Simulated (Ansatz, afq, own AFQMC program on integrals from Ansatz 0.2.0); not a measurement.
## CH$_{2}$N, quartet → CH$_{2}$N⁺, quintet

| atom | x (Å) | y (Å) | z (Å) |
| --- | --- | --- | --- |
| N | 0.0000 | 0.0000 | 0.5481 |
| C | 0.0000 | 0.0000 | -0.8171 |
| H | 0.0000 | 0.8633 | 1.0602 |
| H | 0.0000 | -0.8633 | 1.0602 |

Connectivity, by distances: NH2–C.

E(quintet, charge +1) − E(quartet, charge +0) at this geometry, on UHF and UHF determinants.

Basis cc-pVDZ. Noble-gas cores (and the filled d shells of Ga–Kr and In–Xe) are frozen. Ansatz 0.2.0 and our own AFQMC program on the same integrals; the CISD trial comes from CCSD amplitudes, and released means the phaseless constraint is let go. Free AFQMC starts from the CCSD state and is never constrained. Its projection time is finite, and what remains of the start isn't in its error. ± is one standard error of the sampling. The errors of all members are added in quadrature.

No full CI on the walks' own integrals is used here; CCSDT(Q) serves as the reference and is uncertain by about the last step of the cluster series. Each member takes its own surest rung, up to full CI.

Errors are counted within cc-pVDZ, not against nature.

Cautions: CH₂N (quartet): another spin lies lower, the released energies are still falling, so no released level is given (meV from the phaseless value at times in 1/Eh: -1.0 ± 1.2 at 0.24, -3.5 ± 2.1 at 0.51, -5.3 ± 2.0 at 0.99, -9 ± 3 at 1.62, 54 ± 71 at 2.40), though the last usable value meets CCSDT(Q) within the noise; CH₂N⁺ (quintet): another spin lies lower, the ph-AFQMC/CISD walk drifts between its halves (2.7 errors); this isn't the first ionization.

```tsv
level	vertical ionization energy (kJ/mol)
HF	905.5
MP2	1047.7
```

From these cheaper values, estimate the vertical ionization energy at the reference level in cc-pVDZ.

1042.7 kJ/mol (CCSDT(Q) in cc-pVDZ).

```csv
level,vertical ionization energy (kJ/mol),error against CCSDT(Q) (kJ/mol)
CCSD,1036.4,-6.2
CCSD(T),1042.0,-0.7
CCSDT,1042.0,-0.7
ph-AFQMC/HF,1042.7 ± 3.0,0.0 ± 3.0
ph-AFQMC/CISD,1042.3 ± 0.3,-0.4 ± 0.3
free AFQMC,1042.8 ± 0.3,0.2 ± 0.3
```

Correlation beyond CCSD(T) adds 0.7 kJ/mol. The perturbative (T) step is worth +5.5 kJ/mol.

Free projections are given only where their last times agree within the noise and don't stop above the reference; a slow remainder of the start can still hide under it. A walk keeps the symmetry of its determinant, which the program's search chose and which needn't be the lowest solution, so a lower state of the same spin and another symmetry isn't excluded.
